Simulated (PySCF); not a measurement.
Reaction (SMILES): [SiH][SiH3] (SiH-SiH3) (closed-shell singlet) + 2 [H][H] (H2) → 2 [SiH4] (SiH4)
B3LYP-D3(BJ)/def2-TZVP geometries, fixed; electronic energies without zero-point terms.

Effect of the SCF energy threshold at HF/def2-SVP with PySCF, against the last row, where the energy of full hydrogenation is -74.64 kcal/mol.

```json
[
 {"setting": "conv_tol: 1e-4", "SCF cycles, largest species": "5", "largest shift of a total energy (mEh)": "0.000", "shift of the energy of full hydrogenation (kcal/mol)": "0.000"},
 {"setting": "conv_tol: 1e-5", "SCF cycles, largest species": "6", "largest shift of a total energy (mEh)": "0.000", "shift of the energy of full hydrogenation (kcal/mol)": "0.000"},
 {"setting": "conv_tol: 1e-6", "SCF cycles, largest species": "6", "largest shift of a total energy (mEh)": "0.000", "shift of the energy of full hydrogenation (kcal/mol)": "0.000"},
 {"setting": "conv_tol: 1e-7", "SCF cycles, largest species": "7", "largest shift of a total energy (mEh)": "0.000", "shift of the energy of full hydrogenation (kcal/mol)": "0.000"},
 {"setting": "conv_tol: 1e-11", "SCF cycles, largest species": "10", "largest shift of a total energy (mEh)": "0.000", "shift of the energy of full hydrogenation (kcal/mol)": "0.000"}
]
```

Within 0.02 kcal/mol in the energy of full hydrogenation: conv_tol: 1e-4; conv_tol: 1e-5; conv_tol: 1e-6; conv_tol: 1e-7. The largest shift is 0.000 mEh in a total energy and 0.000 kcal/mol in the difference.
